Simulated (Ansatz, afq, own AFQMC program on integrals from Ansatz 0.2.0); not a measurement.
AlSiH2, quartet: AFQMC among the cluster methods

```yaml
atoms:
  - { symbol: Si, position_ang: [0.0000, 0.0000, 1.3592] }
  - { symbol: Al, position_ang: [0.0000, 0.0000, -1.2658] }
  - { symbol: H, position_ang: [0.0000, 1.4055, -1.9945] }
  - { symbol: H, position_ang: [0.0000, -1.4055, -1.9945] }
```

Connectivity, by distances: Si–AlH2.

Basis cc-pVDZ. Only valence electrons are correlated. Integrals, coupled cluster, full CI and functionals: Ansatz 0.2.0; the random walks run on the same integrals in our own AFQMC program. ph-AFQMC/CISD is guided by a CISD state made of CCSD amplitudes; releasing the constraint for a short imaginary time cuts its bias at the price of noise, slowly where states lie close. Free projection: walkers drawn from exp(T), propagated without any constraint. Its projection time is finite, and what remains of the start isn't in its error. Error bars are statistical, one sigma.

Determinant: UHF, the one that the program's search chose, which needn't be the lowest solution. The geometry is a point of a scan.

No full CI on the walks' own integrals is used here; CCSDT(Q) serves as the reference and is uncertain by about the last step of the cluster series.

Cautions: lower spins were not checked; the released energies move by 1.5 errors or more from one time to the next, so no released level is given (meV from the phaseless value at times in 1/Eh: 0 ± 10 at 0.24, -14 ± 8 at 0.51, -20 ± 9 at 0.99, -13 ± 9 at 1.62, -37 ± 12 at 2.40), though the last usable value meets CCSDT(Q) within the noise.

* T1 diagnostic: 0.0271
* weight of the determinant in the CISD state: 0.878
* ⟨S²⟩ of the determinant: 3.755
* size of the correlated space: 9 electrons in 36 orbitals

```csv
level,correlation energy (eV)
MP2,-3.1419
CCSD,-4.0850
CCSD(T),-4.1962
```

(1) Estimate where phaseless AFQMC with a CISD trial lies against CCSD(T) on the same integrals.

(1) 23.5 ± 7.8 meV below CCSD(T).

Reference: CCSDT(Q), correlation energy -4.237 eV.

```
        level  E − E(reference) (meV)  share of correlation (%)
      CCSD(T)                    41.1                     99.03
        CCSDT                     6.7                     99.84
ph-AFQMC/CISD              17.6 ± 7.8                     99.58
   free AFQMC             -8.9 ± 11.2                    100.21
```

Free projections are given only where their last times agree within the noise and don't stop above the reference; a slow remainder of the start can still hide under it. A walk keeps the symmetry of its determinant, which the program's search chose and which needn't be the lowest solution, so a lower state of the same spin and another symmetry isn't excluded.
